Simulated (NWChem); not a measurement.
**Ionisation of ethane (C$_{2}$H$_{6}$)**

```xyz
8

C      0.0446    -0.7626     0.0000
C     -0.0446     0.7626     0.0000
H      0.5801    -1.1369     0.8880
H      0.5801    -1.1369    -0.8880
H     -0.9553    -1.2267     0.0000
H     -0.5801     1.1369     0.8880
H     -0.5801     1.1369    -0.8880
H      0.9553     1.2267     0.0000
```
Charge 0, spin multiplicity 1.

Program: NWChem. The geometry was optimised at B3LYP/def2-SVP, a minimum by its harmonic frequencies.

Basis set: def2-TZVP. −ε marks an orbital energy of the parent.

B3LYP has NWChem's definition, with VWN1-RPA local correlation.

Problem. One of these methods gave a first vertical ionisation energy of 13.16 eV. Which?
A) −ε(HOMO) of HF
B) −ε(HOMO) of BLYP
C) −ε(HOMO) of B3LYP
D) −ε(HOMO) of TPSS

Solution. A, −ε(HOMO) of HF. The others give 9.36 (−ε(HOMO) of B3LYP), 8.06 (−ε(HOMO) of BLYP), 8.31 (−ε(HOMO) of TPSS).
